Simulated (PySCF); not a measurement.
**One molecule, many functionals**

Compound: 3-methyl-1-butene, C₅H₁₀.
Z-matrix (Å and degrees, PBE0-D3(BJ)/def2-SVP geometry), rows numbered from 1:
```
C 
C   1  1.3332
C   2  1.5013  1  125.67
C   3  1.5286  2  110.69  1  -118.07
C   3  1.5286  2  110.71  1   118.26
H   1  1.0953  2  121.33  3     0.01
H   1  1.0932  2  121.67  3  -180.00
H   2  1.0995  1  118.96  3  -180.00
H   3  1.1046  2  107.73  1     0.09
H   4  1.1002  3  111.30  2    58.30
H   4  1.1014  3  111.02  2   178.89
H   4  1.1027  3  110.89  2   -61.60
H   5  1.1027  3  110.88  2    61.56
H   5  1.1002  3  111.31  2   -58.36
H   5  1.1014  3  111.01  2  -178.94
```

Linear-response calculations in the def2-SVPD basis (PySCF; singlets by full response, triplets Tamm–Dancoff, core orbitals frozen in the response; HF means time-dependent Hartree–Fock). 'Strongest' is the level of largest summed f among the singlets computed (10 roots, of which the last may lack a degenerate partner); it can jump between rows when another state enters that window. S1 is the lowest singlet of each run and needn't be the same state throughout; f(S1) is that of one state. One conformer (not necessarily the lowest) at the PBE0-D3(BJ)/def2-SVP geometry, without solvent, vibrations or thermal averaging.

| functional | kind | S1 (eV) | f(S1) | strongest (eV) | T1 (eV) | HOMO (eV) | gap (eV) | ionisation energy, ΔSCF (eV) |
| --- | --- | --- | --- | --- | --- | --- | --- | --- |
| LDA | LDA | 6.59 | 0.034 | 7.08 | 4.77 | -6.46 | 5.53 | 9.73 |
| PBE | GGA | 6.50 | 0.033 | 7.11 | 4.51 | -6.29 | 5.58 | 9.49 |
| B3LYP | global hybrid, 20% exact exchange | 6.91 | 0.049 | 7.31 | 4.45 | -7.18 | 7.27 | 9.57 |
| PBE0 | global hybrid, 25% exact exchange | 7.18 | 0.054 | 7.43 | 4.36 | -7.40 | 7.74 | 9.53 |
| BHandHLYP | global hybrid, 50% exact exchange | 7.39 | 0.062 | 7.48 | 4.28 | -8.37 | 9.70 | 9.39 |
| CAM-B3LYP | range-separated hybrid | 7.34 | 0.061 | 7.45 | 4.40 | -8.75 | 10.21 | 9.64 |
| wB97X-D | range-separated hybrid | 7.48 | 0.475 | 7.48 | 4.53 | -9.27 | 11.43 | 9.58 |
| LC-wPBE | range-separated hybrid | 7.62 | 0.482 | 7.62 | 4.25 | -10.15 | 12.72 | 9.68 |
| HF | Hartree–Fock | 7.53 | 0.545 | 7.53 | 3.74 | -9.81 | 12.62 | not settled |

S1 runs from 6.50 eV (PBE) to 7.62 eV (LC-wPBE), a spread of 1.12 eV, while the orbital gap spreads over 7.2 eV. Along PBE (0%), B3LYP (20%), PBE0 (25%), BHandHLYP (50%), HF (100%) S1 rises with the share of exact exchange. −ε(HOMO) comes closest to its own ΔSCF ionisation energy with wB97X-D (-0.31 eV) and misses most with LDA (-3.27 eV). 'Not settled' means that the ion's SCF failed to converge or may have ended in another state than the lowest.
